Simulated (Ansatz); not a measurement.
# One shape, several levels: BH5S (SMILES [BH3-][SH2+])

We compute a comparison of 5 runs (HF/STO-3G, HF/3-21G, HF/def2-SVP, B3LYP/6-31G*) of BH5S. 

Program for the calculation: Ansatz 0.2.0.

5 further runs of the same task are left out: 2 that didn't finish, 3 set aside as unsound or not needed.

## 1. The structure to begin with

The species is BH5S (7 atoms), meant as a singlet with charge 0. As SMILES, `[BH3-][SH2+]`. The coordinates come from a PBE0-D4/def2-TZVP relaxation.

Bond lengths: B1–S2 1.975 Å, B1–H3 1.207 Å, B1–H4 1.203 Å, B1–H5 1.207 Å, S2–H6 1.346 Å, S2–H7 1.346 Å. Angles: B1–S2–H6 103.7°, B1–S2–H7 103.7°, S2–B1–H3 100.3°, S2–B1–H4 107.0°, S2–B1–H5 100.3°, H6–S2–H7 92.5°, H3–B1–H4 116.2°, H3–B1–H5 113.7°, H4–B1–H5 116.2°.

## 2. Energy and forces at HF/STO-3G (run 1)

in.yaml reads:

```yaml
crystal:
  periodic: [false, false, false]
  atoms:
    - {symbol: B, position_ang: [-0.525600, -0.461500, -0.504300]}
    - {symbol: S, position_ang: [0.568600, 0.977600, 0.290900]}
    - {symbol: H, position_ang: [-1.623200, 0.036400, -0.431500]}
    - {symbol: H, position_ang: [-0.344400, -1.447600, 0.159700]}
    - {symbol: H, position_ang: [-0.075400, -0.482100, -1.624500]}
    - {symbol: H, position_ang: [0.286000, 0.903800, 1.604900]}
    - {symbol: H, position_ang: [1.775400, 0.405500, 0.458900]}
basis:
  gaussian:
    orbitals: STO-3G
hamiltonian:
  xc: hf
accuracy: high
output:
  forces: true
  orbitals: {seedname: orbitals}
```

Command:

```bash
$ ansatz run in.yaml --threads 1 --pin off --max-ram 2610MiB --events-out events.jsonl --progress --plain --runs-dir runs
```

Output:

```text
Warning: RAYON_NUM_THREADS=1 ignored (pool sized by the plan → 1); use --threads N
Functional definition: HF
  name "HF"
  exchange = exact_x
  correlation = 0
332 factors; integrals over basis functions are off by at most 5.7e-8 eV
mean field evaluation 1: about -11439.3292 eV, gradient 1.3e1 eV
mean field evaluation 2: about -11439.3823 eV, gradient 1.3e1 eV
mean field evaluation 4: about -11440.2287 eV, gradient 3.0e-1 eV
mean field evaluation 8: about -11440.2288 eV, gradient 9.2e-7 eV
mean field -11440.22877774 eV, -420.4206531165 hartree, gradient 4.5e-9 eV, S^2 0.000000; 0 other end points of the search recorded, 0 dependent functions left out
the calculation of the forces begins
reference -11440.22877774 eV, -420.4206531165 hartree; 13, 13 occupied and 6, 6 virtual orbitals, 332 factors
Total energy: -11440.22877774 eV, -420.4206531165 hartree
Atom 0 at    -0.525600    -0.461500    -0.504300 Å, force    -0.934802    -0.536238    -0.977430 eV/Å
Atom 1 at     0.568600     0.977600     0.290900 Å, force     0.859614     0.232003     1.015805 eV/Å
Atom 2 at    -1.623200     0.036400    -0.431500 Å, force     1.291643    -0.858066    -0.070782 eV/Å
Atom 3 at    -0.344400    -1.447600     0.159700 Å, force    -0.160429     1.219083    -0.739780 eV/Å
Atom 4 at    -0.075400    -0.482100    -1.624500 Å, force    -0.622014    -0.216260     1.406450 eV/Å
Atom 5 at     0.286000     0.903800     1.604900 Å, force    -0.061710     0.028208    -0.436559 eV/Å
Atom 6 at     1.775400     0.405500     0.458900 Å, force    -0.372303     0.131270    -0.197704 eV/Å
Dipole moment:     0.634599     0.500792     0.606330 e Å
```

It took 0.51 s on 1 thread of Intel Xeon Platinum 8259CL at 2.50GHz (Skylake/Cascade Lake), shared host.

## 3. Energy and gradient at HF/3-21G (run 2)

run.yaml reads:

```yaml
basis:
  gaussian: {orbitals: 3-21G.json}
crystal:
  periodic: [false, false, false]
  atoms:
    - symbol: B
      position_ang: [-0.525600, -0.461500, -0.504300]
    - symbol: S
      position_ang: [0.568600, 0.977600, 0.290900]
    - symbol: H
      position_ang: [-1.623200, 0.036400, -0.431500]
    - symbol: H
      position_ang: [-0.344400, -1.447600, 0.159700]
    - symbol: H
      position_ang: [-0.075400, -0.482100, -1.624500]
    - symbol: H
      position_ang: [0.286000, 0.903800, 1.604900]
    - symbol: H
      position_ang: [1.775400, 0.405500, 0.458900]
total_charge: 0
hamiltonian: {xc: hf}
accuracy: high
output: {forces: true, orbitals: {seedname: orbitals}}
```

The basis set 3-21G is read from a file made from the Basis Set Exchange's data (not shown).

Command:

```bash
$ ansatz run run.yaml --threads 1 --pin off --max-ram 2610MiB --events-out events.jsonl --progress --plain --runs-dir runs
```

Output:

```text
Warning: RAYON_NUM_THREADS=1 ignored (pool sized by the plan → 1); use --threads N
[... 4 set-up lines as earlier in the session ...]
720 factors; integrals over basis functions are off by at most 7.6e-9 eV
mean field evaluation 1: about -11507.4177 eV, gradient 1.7e1 eV
mean field evaluation 2: about -11507.4028 eV, gradient 1.7e1 eV
mean field evaluation 4: about -11508.6416 eV, gradient 1.1e0 eV
mean field evaluation 8: about -11508.6479 eV, gradient 4.5e-4 eV
mean field -11508.64785835 eV, -422.9350079527 hartree, gradient 1.8e-8 eV, S^2 0.000000; 0 other end points of the search recorded, 0 dependent functions left out
the calculation of the forces begins
reference -11508.64785835 eV, -422.9350079527 hartree; 13, 13 occupied and 19, 19 virtual orbitals, 720 factors
Total energy: -11508.64785835 eV, -422.9350079527 hartree
Atom 0 at    -0.525600    -0.461500    -0.504300 Å, force    -1.189477    -1.121504    -1.055943 eV/Å
Atom 1 at     0.568600     0.977600     0.290900 Å, force     1.266819     1.115304     1.160232 eV/Å
Atom 2 at    -1.623200     0.036400    -0.431500 Å, force     0.109075    -0.232713    -0.017818 eV/Å
Atom 3 at    -0.344400    -1.447600     0.159700 Å, force     0.006679     0.159276    -0.061464 eV/Å
Atom 4 at    -0.075400    -0.482100    -1.624500 Å, force    -0.125484    -0.153498     0.164885 eV/Å
Atom 5 at     0.286000     0.903800     1.604900 Å, force    -0.239315     0.185629     0.063312 eV/Å
Atom 6 at     1.775400     0.405500     0.458900 Å, force     0.171704     0.047507    -0.253204 eV/Å
Dipole moment:     0.560984     0.324239     0.587543 e Å
```

It took 0.69 s on 1 thread of Intel Xeon Platinum 8259CL at 2.50GHz (Skylake/Cascade Lake), shared host; peak memory 0.1 GiB.

Runs 3 to 4 aren't shown in full; the table further down has their settings and results.

## 4. Energy and forces at B3LYP/6-31G(d) (Cartesian functions) (run 5)

input.yaml reads:

```yaml
crystal:
  periodic: [false, false, false]
  atoms:
    - {symbol: B, position_ang: [-0.525600, -0.461500, -0.504300]}
    - {symbol: S, position_ang: [0.568600, 0.977600, 0.290900]}
    - {symbol: H, position_ang: [-1.623200, 0.036400, -0.431500]}
    - {symbol: H, position_ang: [-0.344400, -1.447600, 0.159700]}
    - {symbol: H, position_ang: [-0.075400, -0.482100, -1.624500]}
    - {symbol: H, position_ang: [0.286000, 0.903800, 1.604900]}
    - {symbol: H, position_ang: [1.775400, 0.405500, 0.458900]}
basis:
  gaussian: {orbitals: "6-31G*"}
magnetization: {spin_polarized: false}
hamiltonian: {xc: {name: B3LYP}}
accuracy: high
output: {forces: true, orbitals: {seedname: orbitals}}
```

Command:

```bash
$ ansatz run input.yaml --threads 1 --pin off --max-ram 2610MiB --events-out events.jsonl --progress --plain --runs-dir runs
```

Output:

```text
Warning: RAYON_NUM_THREADS=1 ignored (pool sized by the plan → 1); use --threads N
Functional definition: B3LYP
  name "B3LYP"
  parameter a0 = 0.2
  parameter ax = 0.72
  parameter ac = 0.81
  exchange = (1 - a0 - ax)*slater_x + ax*b88_x + a0*exact_x
  correlation = (1 - ac)*vwn_rpa_c + ac*lyp_c
978 factors; integrals over basis functions are off by at most 3.8e-9 eV
mean field evaluation 1: about -11590.2510 eV, gradient 2.5e1 eV
mean field evaluation 2: about -11590.4958 eV, gradient 2.4e1 eV
mean field evaluation 4: about -11592.5149 eV, gradient 4.3e-1 eV
mean field evaluation 8: about -11592.5033 eV, gradient 3.8e-2 eV
mean field evaluation 16: about -11592.5033 eV, gradient 4.6e-7 eV
mean field -11592.50328338 eV, -426.0166379834 hartree, gradient 2.1e-8 eV, S^2 0.000000; 0 other end points of the search recorded, 0 dependent functions left out
the calculation of the forces begins
reference -11592.50331697 eV, -426.0166392178 hartree; 13, 13 occupied and 31, 31 virtual orbitals, 978 factors
Total energy: -11592.50331697 eV, -426.0166392178 hartree
Atom 0 at    -0.525600    -0.461500    -0.504300 Å, force    -0.302600    -0.298182    -0.262994 eV/Å
Atom 1 at     0.568600     0.977600     0.290900 Å, force     0.201771     0.325398     0.121074 eV/Å
Atom 2 at    -1.623200     0.036400    -0.431500 Å, force    -0.008120    -0.039400    -0.014171 eV/Å
Atom 3 at    -0.344400    -1.447600     0.159700 Å, force    -0.002679     0.007892    -0.007605 eV/Å
Atom 4 at    -0.075400    -0.482100    -1.624500 Å, force    -0.026478    -0.033055     0.001413 eV/Å
Atom 5 at     0.286000     0.903800     1.604900 Å, force    -0.041352     0.055819     0.166060 eV/Å
Atom 6 at     1.775400     0.405500     0.458900 Å, force     0.179457    -0.018471    -0.003777 eV/Å
Dipole moment:     0.531090     0.381284     0.523950 e Å
```

It took 5.7 s on 1 thread of Intel Xeon Platinum 8259CL at 2.50GHz (Skylake/Cascade Lake), shared host; peak memory 0.15 GiB.

## 5. The series

```csv
run,level,Cartesian functions,energy (Eh),dipole moment (D),HOMO energy (eV),LUMO energy (eV),wall time
1,HF/STO-3G,no,-420.420653,4.85,-10.00,9.98,0.51 s
2,HF/3-21G,no,-422.935008,4.20,-11.72,3.80,0.69 s
3,HF/def2-SVP,no,-424.940014,4.35,-11.63,3.52,1.9 s
4,B3LYP/6-31G* (spherical functions),no,-426.013245,4.03,-7.94,-0.38,4.8 s
5,B3LYP/6-31G* (Cartesian functions),yes,-426.016639,4.02,-7.94,-0.37,5.7 s
```

## 6. Results

| quantity | value |
| --- | --- |
| run 5: total energy | -426.01664 Eh |
| run 5: dipole moment | 4.02 D |
| run 5: HOMO energy | -7.94 eV |
| run 5: LUMO energy | -0.37 eV |
| run 5: HOMO–LUMO gap | 7.57 eV |
| run 5: largest force on an atom | 0.500 eV/Å |

In words: The dipole moment (its size) runs from 4.02 D (B3LYP/6-31G*) to 4.85 D (HF/STO-3G). The two ends differ in method and basis. The HOMO–LUMO gap runs from 7.57 eV (B3LYP/6-31G*) to 19.98 eV (HF/STO-3G). In run 1 the basis is minimal, so the values are rough. All runs together took 14 s, the longest 5.7 s.
